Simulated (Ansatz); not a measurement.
Consider the isomerisation: `CC1(C)C=N1` → `C1=NCCC1`.

Isolated molecules relaxed with PBE0-D4/def2-TZVP in Ansatz; ΔE leaves out vibrations. CBS: MP2 limit from def2 TZ/QZ plus the TZ coupled-cluster correction, frozen cores. DFT in def2-TZVPP. B3LYP here is the variant with VWN-RPA as its local correlation; programs differ in this.

`CC1(C)C=N1`:

Z-matrix (Å, degrees):
```
C
C 1 1.504
H 1 1.095 2 110.5
H 1 1.094 2 110.9 3 119.1
H 1 1.091 2 111.3 3 -120.3
C 2 1.504 1 115.3 3 -57.4
C 2 1.445 1 120.9 3 141.5
N 2 1.529 1 116.5 3 84.6
H 6 1.091 2 111.3 1 177.6
H 6 1.094 2 110.9 1 -61.7
H 6 1.095 2 110.5 1 57.3
H 7 1.085 2 152.9 1 80.1
```

`C1=NCCC1`:

Z-matrix (Å, degrees):
```
C
N 1 1.461
C 1 1.538 2 107.0
H 1 1.092 2 109.7 3 123.2
H 1 1.096 2 107.8 3 -121.1
C 2 1.265 1 108.6 3 11.8
C 3 1.532 1 103.1 2 -18.1
H 3 1.092 1 110.1 2 99.3
H 3 1.090 1 112.9 2 -140.5
H 6 1.089 2 120.5 1 178.2
H 7 1.093 3 114.0 1 138.0
H 7 1.097 3 112.9 1 -100.2
```

| level | ΔE (kJ/mol) | difference from CCSD(T)/CBS |
| --- | --- | --- |
| PBE-D4 | -136.6 | 3.8 |
| r2SCAN-D4 | -138.5 | 1.9 |
| B3LYP-D4 | -140.8 | -0.4 |
| ωB97X-V | -142.0 | -1.6 |
| ωB97M-V | -140.4 | 0.0 |
| B2PLYP | -138.5 | 1.9 |
| PBE | -135.5 | 4.9 |
| r2SCAN | -138.4 | 2.0 |
| B3LYP | -138.9 | 1.5 |
| HF/def2-TZVPP | -153.7 | -13.3 |
| SCS-MP2/def2-TZVPP | -135.1 | 5.3 |
| CCSD(T)/def2-TZVPP | -141.1 | -0.7 |
| HF/def2-QZVPP | -153.3 | -12.9 |
| HF/CBS(def2) | -153.2 | -12.8 |
| MP2/CBS(def2) | -134.2 | 6.2 |
| CCSD/CBS(def2) | -143.4 | -3.0 |
| CCSD(T)/CBS | -140.4 | 0 |

Largest T1 diagnostic among the species: 0.011.

In def2-TZVPP, CCSD(T) changes the Hartree–Fock value by +12.6 kJ/mol (the triples alone add +3.0 kJ/mol) and MP2 by +18.8 kJ/mol. From PBE to PBE0 (25 % exact exchange), in def2-TZVPP and without D4, ΔE moves by −9.8 kJ/mol.
